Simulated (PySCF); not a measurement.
Gas-phase reaction: CH₃SiH + 4 C₃H₅ (allyl) ⇌ Si(CH₃)₄ + 3 C₃H₄ (cyclic)

Energies from PySCF, thermal terms from the rigid-rotor harmonic-oscillator model, ideal gas at 1 bar. S°(298 K) at PBE0/def2-TZVP differs from the NASA 1993 table for C₃H₅ (allyl) (-17 J/mol/K); whether the harmonic model or the table's entry is off was not settled. † marks an energy on the PBE0/def2-TZVP geometry and frequencies; other levels use their own. MP2 and CCSD(T) freeze the core. 6-31G* has spherical d functions here. Open shells (unrestricted): C₃H₅ (allyl) (multiplicity 2); the rest are closed-shell singlets. B3LYP is the form with VWN-RPA correlation. CH₃SiH: computed as isolated molecules; such fragments, hydroxides, amides, oligomers or adducts are transient or little studied in the gas. MP2 isn't extrapolated to the basis-set limit; its ΔH°(298 K) is -378.9 kJ in def2-SVP and -405.7 kJ in def2-TZVPP. CCSD(T) isn't extrapolated to the basis-set limit. The harmonic model lacks anharmonicity and excited electronic states, which grow with temperature; levels with a mode under 35 cm⁻¹ are left out. Internal rotation in CH₃SiH, Si(CH₃)₄ is treated as a harmonic vibration of one conformer, which makes the entropy rough. Warning, spin contamination: C₃H₅ (allyl) (CCSD(T)/def2-SVP†, HF/6-31G*, MP2/def2-SVP†, MP2/def2-TZVPP†).

| level | ΔE electronic, kJ | ΔH°(298 K), kJ | ΔS°(298 K), J/K | ΔG°(2000 K), kJ |
|---|---|---|---|---|
| B3LYP/6-31G* | -175 | -152 | -205 | 254 |
| CCSD(T)/def2-SVP† | -235 | -212 | -208 | 197 |
| HF/6-31G* | 96 | 134 | -212 | 573 |
| MP2/def2-SVP† | -402 | -379 | -208 | 30 |
| MP2/def2-TZVPP† | -429 | -406 | -208 | 3 |
| PBE/def2-SVP | -253 | -233 | -209 | 176 |
| r2SCAN/def2-TZVP† | -193 | -170 | -208 | 239 |
| ωB97M-V/def2-TZVP† | -279 | -256 | -208 | 153 |
| ωB97X-V/def2-TZVP† | -290 | -267 | -208 | 142 |
ΔH° is lowest at MP2/def2-TZVPP† and highest at HF/6-31G*. No reference value is set beside these.
